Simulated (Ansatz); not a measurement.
Voigt–Reuss–Hill shear modulus (GPa) of solids drawn from the class of tetrahedrally bonded semiconductors and semimetals, at two levels: PBE (Ansatz, an electronic-structure program, PAW), and r²SCAN+rVV10 (Ansatz, plane waves, PAW).

```csv
solid,PBE,r²SCAN+rVV10
wurtzite GaN,104,114
zinc-blende GaP,51.3,?
wurtzite BN (high-pressure phase),382,406
2H-SiC,184,?
zinc-blende GaAs,40.7,47.8
zinc-blende BAs,126,138
3C-SiC,186,203
cubic BN,381,405
zinc-blende AlN (metastable phase),120,132
wurtzite AlN,121,132
```

### Question
Estimate the withheld r²SCAN+rVV10 values from the other rows.

### Answer
One way: carry over the typical ratio. The ratios r²SCAN+rVV10 / PBE of the other rows, in order: 1.063, 1.063, 1.091, 1.091, 1.095, 1.096, 1.100, 1.174; median 1.0930. Zinc-blende GaP: 51.3 × 1.0930 = 56.1 GPa; the run gives 57.8 GPa. 2H-SiC: 184 × 1.0930 = 201 GPa; the run gives 201 GPa. The ratios spread from 1.063 to 1.174, so such an estimate is rough.

Of 10 rows, r²SCAN+rVV10 is the larger in 10 and the smaller in 0.

Each level is taken at its own relaxed cell. Ansatz's density-functional and Hartree–Fock values are scalar-relativistic unless marked +SOC, with PAW data made under PBE.
